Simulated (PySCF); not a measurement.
The numbers are results of PySCF 2.14.0 with TPSSh-D3(BJ)/def2-TZVP // B3LYP-D3(BJ)/def2-TZVP, not measurements. All species are isolated molecules in the gas phase. Excitations are Tamm–Dancoff values on a coarser integration grid. The basis has no diffuse functions, so Rydberg states are missing or too high.

Reference species (SMILES): `C=C` (neutral, multiplicity 1).

```json
{
 "T1 excitation (TDA)": "4.51 eV",
 "S1–T1 gap (TDA)": "3.74 eV",
 "HOMO": "-7.20 eV"
}
```

Changed species: `C(C=C)#C` (X = ethynyl; the reference has X = H).

Predict the effect on the T1 excitation (TDA), S1–T1 gap (TDA) and HOMO.

the T1 excitation (TDA) falls by 1.08 eV, to 3.43 eV; the S1–T1 gap (TDA) falls by 1.89 eV, to 1.85 eV; the HOMO increases by 0.65 eV, to -6.55 eV.
